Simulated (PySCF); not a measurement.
## Running PySCF for Mg2

The script input.py:

```python
from pyscf import gto, scf

mol = gto.M(
    atom='Mg 0 0 0; Mg 0 0 3.116',
    basis='ano-rcc-vdzp',
    charge=0,
    spin=0,
    verbose=4,
)
mf = scf.RHF(mol)
mf = mf.sfx2c1e()
mf.kernel()
mf.stability(internal=True, external=True)
mf.dip_moment()
print('orbital energies (hartree):', mf.mo_energy[..., max(0, mol.nelec[1]-3):mol.nelec[0]+3].round(4))
```

```bash
$ OMP_NUM_THREADS=1 python input.py
```

Output (some set-up lines and the per-cycle HOMO/LUMO lines with their warnings removed):

```
PySCF version 2.14.0

[INPUT] verbose = 4
[INPUT] num. atoms = 2
[INPUT] num. electrons = 24
[INPUT] charge = 0
[INPUT] spin (= nelec alpha-beta = 2S) = 0
[INPUT] symmetry False subgroup None
[INPUT] Mole.unit = angstrom
[INPUT] Symbol           X                Y                Z      unit          X                Y                Z       unit  Magmom
[INPUT]  1 Mg     0.000000000000   0.000000000000   0.000000000000 AA    0.000000000000   0.000000000000   0.000000000000 Bohr   0.0
[INPUT]  2 Mg     0.000000000000   0.000000000000   3.116000000000 AA    0.000000000000   0.000000000000   5.888386604145 Bohr   0.0

nuclear repulsion = 24.4549160373813
number of shells = 6
number of NR pGTOs = 166
number of NR cGTOs = 36
basis = ano-rcc-vdzp
ecp = {}

******** <class 'pyscf.x2c.sfx2c1e.sfX2C1eRHF'> ********
method = sfX2C1eRHF
initial guess = minao
damping factor = 0
level_shift factor = 0
DIIS = <class 'pyscf.scf.diis.CDIIS'>
diis_start_cycle = 1
diis_space = 8
diis_damp = 0
SCF conv_tol = 1e-09
SCF conv_tol_grad = None
SCF max_cycles = 50
direct_scf = True
direct_scf_tol = 1e-13

******** <class 'pyscf.x2c.sfx2c1e.SpinFreeX2CHelper'> ********
approx = 1e
xuncontract = 1
Set gradient conv threshold to 3.16228e-05
Initial guess from minao.
init E= -399.924912266854
cycle= 1 E= -399.823373079055  delta_E= 0.102  |g|= 0.0368  |ddm|= 0.941
cycle= 2 E= -399.824234709636  delta_E= -0.000862  |g|= 0.0143  |ddm|= 0.0861
cycle= 3 E= -399.824302880082  delta_E= -6.82e-05  |g|= 0.00475  |ddm|= 0.0226
cycle= 4 E= -399.824329337498  delta_E= -2.65e-05  |g|= 0.000788  |ddm|= 0.024
cycle= 5 E= -399.824330392505  delta_E= -1.06e-06  |g|= 0.000226  |ddm|= 0.00574
cycle= 6 E= -399.824330452771  delta_E= -6.03e-08  |g|= 4.62e-05  |ddm|= 0.00173
cycle= 7 E= -399.824330453743  delta_E= -9.72e-10  |g|= 3.02e-06  |ddm|= 0.00025
Extra cycle  E= -399.824330453747  delta_E= -3.98e-12  |g|= 6.9e-07  |ddm|= 1.23e-05
converged SCF energy = -399.824330453747
rhf_internal: lowest eigs of H = [0.46251992 0.46252005 0.67172982]
<class 'pyscf.x2c.sfx2c1e.sfX2C1eRHF'> wavefunction is stable in the internal stability analysis
rhf_real2complex: lowest eigs of H = [0.07264218 0.07264544 0.09321119]
<class 'pyscf.x2c.sfx2c1e.sfX2C1eRHF'> wavefunction is stable in the real -> complex stability analysis
rhf_external: lowest eigs of H = [-0.01884469 -0.00469171 -0.00440493]
<class 'pyscf.x2c.sfx2c1e.sfX2C1eRHF'> wavefunction has an RHF/RKS -> UHF/UKS instability
Dipole moment(X, Y, Z, Debye): -0.00000,  0.00000,  0.00000
orbital energies (hartree): [-2.2779 -0.3104 -0.207   0.0383  0.0383  0.043 ]
```

In short: E(SCF) = -399.824330 Eh, 7 cycles, μz(SCF) = 0.00 D, internal stable; real -> complex stable; RHF/RKS -> UHF/UKS unstable.

Hardware: Arm Neoverse V1, 1 thread, shared host. Wall time 2.1 s.

The stability test finds a lower solution, so these numbers belong to a saddle point. The bond length is a typed value, not an optimised one.
